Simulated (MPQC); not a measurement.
# Two attempts at [C2H4]+ (SMILES [CH2][CH2+])

Aim: the energy of [C2H4]+ at UHF/aug-cc-pVDZ.

Program for the calculation: MPQC 2.3.1.

2 further runs of the same task are left out: 2 set aside as unsound or not needed.

## 1. The structure to begin with

[C2H4]+: 6 atoms, total charge +1, spin state doublet. SMILES: `[CH2][CH2+]`. The shape is that of a GFN2-xTB optimisation. This is one conformer, not always the lowest.

Bond lengths: C1–C2 1.307 Å, C1–H3 1.097 Å, C1–H4 1.098 Å, C2–H5 1.097 Å, C2–H6 1.097 Å. Angles: C1–C2–H5 125.0°, C1–C2–H6 125.1°, C2–C1–H3 125.1°, C2–C1–H4 125.0°, H5–C2–H6 109.9°, H3–C1–H4 109.9°.

## 2. First attempt

mol.in

```
% C2H4
multiplicity: 2
memory: 1000000000
symmetry: c1
checkpoint: no
charge: 1
method: UHF
molecule:
  C  -0.161720 -0.630520 -0.058830
  C  0.161070 0.630500 0.058990
  H  -1.053630 -1.096470 0.377870
  H  0.421130 -1.380370 -0.609050
  H  0.716390 1.210870 -0.688350
  H  -0.083230 1.265990 0.919370
basis: uag-cc-pVDZ
```

Started as:

```sh
$ mpqc mol.in > mol.out
```

Log:

```text
MPQC: Massively Parallel Quantum Chemistry
                                   Version 2.3.1

  Using IntegralV3 by default for molecular integrals evaluation

  GaussianBasisSet::count_shells_ couldn't find ":basis:carbon:uag-cc-pVDZ":
  PrefixKeyVal: error: "The keyword was not found."
    prefix:
      "basis"
    keyval:
    ParsedKeyVal: error: "The keyword was not found."
ERROR: EXCEPTION RAISED:
GaussianBasisSet::count_shells_ -- couldn't find the basis set
terminate called after throwing an instance of 'std::runtime_error'
```

It took 0.27 s on 1 thread of Intel Xeon at 2.50GHz (Skylake/Cascade Lake), shared host.

## 3. Diagnosis

The input was rejected.

The telling line is `GaussianBasisSet::count_shells_ -- couldn't find the basis set`. The fault: the input names a basis that the program doesn't know. To mend it: basis set aug-cc-pVDZ in place of uag-cc-pVDZ.

## 4. The mended input

run.in

```
% C2H4 UHF
molecule: (angstrom)
  C     -0.161720    -0.630520    -0.058830
  C      0.161070     0.630500     0.058990
  H     -1.053630    -1.096470     0.377870
  H      0.421130    -1.380370    -0.609050
  H      0.716390     1.210870    -0.688350
  H     -0.083230     1.265990     0.919370
memory: 1000000000
charge: 1
checkpoint: no
optimize: no
method: UHF
multiplicity: 2
basis: aug-cc-pVDZ
symmetry: c1
```

Started as:

```sh
$ mpqc run.in > run.out
```

Log:

```text
MPQC: Massively Parallel Quantum Chemistry
[...]
  <S^2>      = 0.762841
  total scf energy =  -77.7069743525
Value of the MolecularEnergy:  -77.7069743525
[...]
      symmetry = c1
[...]
      nbasis = 82
[...]
    nalpha = 8
    nbeta = 7
[...]
```

Run time: 37 s. Hardware: 1 thread of Intel Xeon at 2.50GHz (Skylake/Cascade Lake), shared host; peak memory 0.5 GiB.

## 5. Summary of results

Level: UHF/aug-cc-pVDZ.

| quantity | value |
| --- | --- |
| total energy | -77.70697 Eh |
| ⟨S²⟩ | 0.763 |
